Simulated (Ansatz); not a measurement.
System: trigonal Te. Method: LDA (PAW; Ansatz, a first-principles code).

Numerical settings: plane-wave cutoff 520 eV, 12×12×6 k mesh (along the axes of the cell as run), Fermi–Dirac smearing 0.01 eV, scalar-relativistic PAW data made under PBE.

Shape and atoms are relaxed at each volume.

Pressure at four volumes; x = ln(V/31.294 Å³). One pressure is withheld.

| V (Å³/atom) | x | P (GPa) |
|---|---|---|
| 30.042 | -0.0408 | ? |
| 30.668 | -0.0202 | 0.821 |
| 31.294 | 0.0000 | 0.001 |
| 32.546 | 0.0392 | -1.258 |

### Question
Pass a parabola P(x) through the three rows shown, estimate the bulk modulus and its pressure derivative near zero pressure, and predict the withheld pressure.

### Answer
Slopes between the rows: (0.001 − (0.821))/(0.0000 − (-0.0202)) = -40.59 and (-1.258 − (0.001))/(0.0392 − (0.0000)) = -32.12 GPa. Their difference over the span 0.0594 is c = 8.47/0.0594 = 142.6 GPa, so P(x) = 0.821 + (-40.59)(x − (-0.0202)) + 142.6 (x − (-0.0202))(x − (0.0000)). At the middle row B = −dP/dx = −[-40.59 + 142.6 × 0.0202] = 37.7 GPa, and B′ = dB/dP = 2c/B = 7.6. At x = -0.0408 the parabola gives 1.777 GPa; the run gives 1.777 GPa. The Birch–Murnaghan fit to the energies at all volumes has B0 = 37.3 GPa and B′ = 7.4.

Measured, for comparison: bulk modulus 19 GPa (temperature not stated, no zero-point or thermal correction; as tabulated in Yi et al. (2018), arXiv:1712.00894). Computed less measured: bulk modulus +96 % (against room or unstated temperature, where such soft solids are markedly softer).

Note: this level leaves the solid without a gap, although one is measured.

Spin–orbit coupling is not included.
